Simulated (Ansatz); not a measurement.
Molecule: 1,1,2,2-tetrafluoroethene, C$_{2}$F$_{4}$, net charge 0, singlet state. 
Structure (B3LYP-D3(BJ)/def2-TZVP (Ansatz, a quantum-chemistry and plane-wave program) minimum search):
```xyz
6

C      0.0032     0.0064     0.6604
C     -0.0032    -0.0064    -0.6604
F      0.0249     1.1143     1.3758
F     -0.0115    -1.0873     1.3975
F      0.0115     1.0873    -1.3975
F     -0.0249    -1.1143    -1.3758
```

### Question
Give the harmonic wavenumbers at B3LYP-D3(BJ)/def2-TZVP (Ansatz, finite differences of forces, unscaled).

### Answer
199, 212, 398, 416, 553, 554, 555, 795, 1185, 1325, 1328, 1908 cm⁻¹. Zero-point energy 13.5 kcal/mol.

### Question
From these and the geometry, give the ideal-gas thermochemistry at 298.15 K and 1 atm (rigid rotor, harmonic oscillator).

### Answer
Point group D2h, rotational symmetry number 4. Rotational constants 5.486, 3.227, 2.032 GHz. S(trans) 39.72, S(rot) 23.84, S(vib) 7.95, S(elec, spin only) 0.00, S 71.5 cal/(mol K). H(298) - H(0) 3.87 kcal/mol; G - E(el) -4.0 kcal/mol. Tabulated S at 1 bar: 71.7 cal/(mol K) (CRC Handbook, as tabulated in the package chemicals); it can hold hindered rotation or other conformers, which this model lacks.
